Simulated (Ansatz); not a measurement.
Cost and result for the atomization energy of C$_{3}$H$_{7}$FO (`CCOCF`) (12 atoms, 11 bonds).

Z-matrix (Å, degrees):
```
C
C 1 1.505
H 1 1.092 2 110.1
H 1 1.091 2 110.6 3 -119.7
H 1 1.092 2 110.8 3 120.1
O 2 1.421 1 108.4 3 180.0
H 2 1.095 1 111.0 3 59.6
H 2 1.099 1 111.0 3 -60.3
C 6 1.361 2 114.3 1 174.8
F 9 1.385 6 111.4 2 71.0
H 9 1.091 6 107.7 2 -171.2
H 9 1.099 6 112.1 2 -47.8
```

The species carries charge 0 and has multiplicity 1. All single points use the PBE0-D4/def2-TZVP geometry. It is one conformer, not always the lowest. Program: Ansatz. All runs use 4 threads of an Arm Neoverse V2 on a shared host. Times are those of one run each, without the atoms' runs, and a repeat can differ threefold. Electronic energies, without spin–orbit coupling; frozen cores. CCSD(T)/CBS adds CCSD(T) − MP2 in def2-TZVPP to the MP2 limit, and its time is that of the two runs behind it. T1 = 0.011.

CCSD(T)/CBS is a level of theory with its own doubt, some kJ/mol a heavy atom from the limit and from the frozen cores, so smaller differences don't rank the functionals.

| level | functions | wall time | atomization (kJ/mol) | difference from CCSD(T)/CBS | per bond |
| --- | --- | --- | --- | --- | --- |
| LDA (SPW92)/def2-TZVPP | 253 | 0.95 s | 5374.8 | 722.0 | 65.6 |
| revPBE-D4/def2-TZVPP | 253 | 1.4 s | 4638.6 | -14.2 | -1.3 |
| BLYP-D4/def2-TZVPP | 253 | 1.4 s | 4649.4 | -3.4 | -0.3 |
| PBE0-D4/def2-TZVPP | 253 | 1.9 s | 4668.3 | 15.5 | 1.4 |
| r2SCANh-D4/def2-TZVPP | 253 | 3.1 s | 4631.8 | -21.0 | -1.9 |
| PBE-QIDH/def2-TZVPP | 253 | 3.6 s | 4626.8 | -26.0 | -2.4 |
| B2PLYP/def2-TZVPP | 253 | 3.6 s | 4608.7 | -44.1 | -4.0 |
| CCSD(T)/def2-SVP | 105 | 4.5 s | 4448.5 | -204.3 | -18.6 |
| ωB97X-V/def2-TZVPP | 253 | 5.5 s | 4660.3 | 7.5 | 0.7 |
| ωB97M-V/def2-TZVPP (with forces) | 253 | 7.5 s | 4664.2 | 11.4 | 1.0 |
| MP2/def2-QZVPP | 495 | 17 s | 4684.3 | 31.5 | 2.9 |
| CCSD(T)/def2-TZVPP | 253 | 2.2 min | 4543.6 | -109.2 | -9.9 |
| CCSD(T)/CBS(def2) | – | 2.5 min | 4652.8 | 0.0 | 0.0 |

From BLYP to BHLYP (50 % exact exchange), in def2-TZVPP and without D4, the atomization energy moves by −127.3 kJ/mol: exact exchange takes away binding that semilocal exchange gives to molecules. Leaving LDA and LC-ωPBE aside and taking each functional with its dispersion term where it has one, the values, not all of them listed here, spread over 261.7 kJ/mol, from BHLYP-D4 to PBE-D4. LDA lies +628.2 kJ/mol from PBE without D4, its usual overbinding. At CCSD(T), def2-SVP lies −204.3 kJ/mol from the extrapolated value and def2-TZVPP −109.2 kJ/mol: correlation converges slowly with the basis, and small sets miss more of it in the bonded molecule than in its fragments.
